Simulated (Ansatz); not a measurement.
# BP (triplet): wave-function methods side by side, def2-QZVPP

An exercise on one series of results from a longer session: the logs are not shown, and one member is left open.

Program: Ansatz 0.2.0, Gaussian basis. Level of theory: def2-QZVPP, core rule «outside noble gas», up to 6 orbitals frozen. These are calculated values, not measurements.

Plan: UHF; ROHF; CCSD(T) on UHF.

2 further runs of the same task are left out: 2 set aside as unsound or not needed.

### The geometry

The geometry is a PBE0/def2-TZVP stationary point (not a proven minimum).

2 atoms, charge 0, spin multiplicity 3.

Atoms are counted from 1 here; the program's logs count them from 0.

Bond lengths: B1–P2 1.736 Å.

Set-up of the first run:

in.yaml reads:

```yaml
crystal:
  periodic: [false, false, false]
  atoms:
    - {symbol: B, position_ang: [0.000000, 0.000000, 0.000000]}
    - {symbol: P, position_ang: [0.000000, 0.000000, 1.736300]}
basis:
  gaussian: {orbitals: "def2-QZVPP.json"}
magnetization: {spin_polarized: true, initial_magnetization: 2}
hamiltonian: {xc: hf}
output: {orbitals: {seedname: orbitals}}
```

Launch:

```sh
> ansatz run in.yaml --threads 1 --pin off --events-out ev --progress --plain --max-ram 2393MiB
```

Steps of the session up to this table: UHF; ROHF; CCSD(T) on UHF.

One table of the session follows, with a row left open; its other results are not shown here.

It belongs to the step «Misses and costs». 

| method | from UCCSD(T) (meV) |
| --- | --- |
| ROHF | +6401.3 |
| UHF | +6211.9 |
| UMP2 | +1197.9 |
| UCCSD | ? |
| UCCSD(T) | 0 |

**Question.** Estimate the row for UCCSD.

**Answer.** from UCCSD(T) (meV): +397.2. In the column «from UCCSD(T) (meV)» it lies between UCCSD(T) (0) and UMP2 (+1197.9).
